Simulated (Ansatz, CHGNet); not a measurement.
Voigt–Reuss–Hill shear modulus (GPa) of solids drawn from the class of elemental solids other than molecular ones, at two levels: the machine-learned potential CHGNet 0.3.0 (trained on PBE and PBE+U data), and r²SCAN (Ansatz, an electronic-structure program, plane waves, PAW).

| solid | CHGNet 0.3.0 | r²SCAN | shift (%) |
|---|---|---|---|
| fcc Sr | 6.01 | 5.19 | -13.6 |
| fcc Pt | 30.8 | 52.0 | +69 |
| hcp Y | 7.99 | 24.7 | +209 |
| diamond | 262 | 549 | +110 |
| fcc Au | 7.39 | 22.7 | +207 |
| fcc Ir | 76.8 | 239 | +211 |
| bcc Li | 5.93 | 5.01 | -15.5 |
| fcc Pd | 30.6 | 39.5 | +29 |
| fcc Pb | 2.47 | 10.3 | +317 |
| bcc Rb | 1.79 | 0.93 | -48 |

The shifts run from -48 % to +317 %, with a median of +89 %.

Over all 10 rows r²SCAN is the larger in 7.

Ansatz's runs of these crystals have no spin polarisation. A magnetic state wasn't tried for fcc Pt, hcp Y, fcc Pd with meta-GGA or hybrid levels, which favour moments.

Spin–orbit coupling is left out, also for the solids with elements from indium on (fcc Pt, fcc Au, fcc Ir, fcc Pb); its size isn't shown.

Each level is taken at its own relaxed cell. Ansatz's density-functional and Hartree–Fock values are scalar-relativistic unless marked +SOC, with PAW data made under PBE.
